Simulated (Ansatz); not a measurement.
# Worked example: correlation energy of H₃O⁺, singlet

Geometry: displaced at random from a stationary point.

```
atom    x (Å)    y (Å)    z (Å)
   O   0.0007  -0.0005  -0.0372
   H   0.9407  -0.0024   0.2189
   H  -0.4359   0.8522   0.1689
   H  -0.5151  -0.8420   0.2029
```

Basis 6-31G; Ansatz 0.2.0. Only valence electrons are correlated (noble-gas cores frozen), which leaves 8 electrons in 14 orbitals. R marks a restricted (for open shells ROHF) determinant.

Full CI is exact within this basis and frozen core; it isn't the basis-set limit.

Runs differ by some tens of microhartree through their thresholds, so steps under 0.03 kcal/mol mean nothing.

| level | total energy (hartree) |
| --- | --- |
| RHF | -76.268413 |
| RMP2 | -76.398560 |
| RCCSD | -76.406373 |
| RCCSD(T) | -76.407436 |
| RCCSDT | -76.407544 |
| RCCSDT(Q) | -76.407963 |
| RCCSDTQ | -76.407939 |
| full CI | -76.407950 |

What is the correlation energy at full CI, and what share of it do RMP2 and RCCSD(T) recover?

E(corr) = -76.407950 − (-76.268413) = -0.139537 hartree = -3.797 eV. RMP2: -0.130147 / -0.139537 = 93.27 %. RCCSD(T): -0.139023 / -0.139537 = 99.63 %.

By how many kcal/mol does RCCSD(T) miss full CI (1 hartree = 627.509 kcal/mol), and which steps make up the rest?

-76.407436 − (-76.407950) = 0.000514 hartree = 0.32 kcal/mol. Steps: RCCSDT − RCCSD(T) = -0.07, RCCSDT(Q) − RCCSDT = -0.26, RCCSDTQ − RCCSDT(Q) = 0.02, full CI − RCCSDTQ = -0.01 kcal/mol. That is within 1 kcal/mol of the reference in this basis, which itself misses far more of the correlation at the basis-set limit.
